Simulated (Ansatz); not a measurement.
Results of r²SCAN (plane waves, PAW; Ansatz, an electronic-structure program) for hcp Cd.

A perfect cell of 2 atoms has -16536.3683 eV. A cell of 36 sites with one atom taken out, atoms relaxed at the host's volume, has -289385.9382 eV. Energies are extrapolated to zero smearing.

Defect cell: Numerical settings: plane-wave cutoff 500 eV, 5×5×5 k mesh, Fermi–Dirac smearing 0.1 eV, cell of 36 sites, scalar-relativistic PAW data made under PBE.

Perfect cell: Numerical settings: plane-wave cutoff 500 eV, 15×15×10 k mesh (along the axes of the cell as run), Fermi–Dirac smearing 0.1 eV, scalar-relativistic PAW data made under PBE.

Work out the vacancy formation energy, and the share of vacant sites at 450 K if the formation entropy is left out.

E_f = E(35) − 35 × E_bulk per atom = -289385.9382 − 35 × (-16536.3683/2) = 0.51 eV. With k_B T = 0.03878 eV, exp(−0.51/0.03878) = 2e-06. Before relaxation the value is 0.67 eV.

The cell is finite, so the vacancy feels its images.

Note: energies are extrapolated to zero smearing, and mesh and cell size move such values by some hundredths of an eV or more.
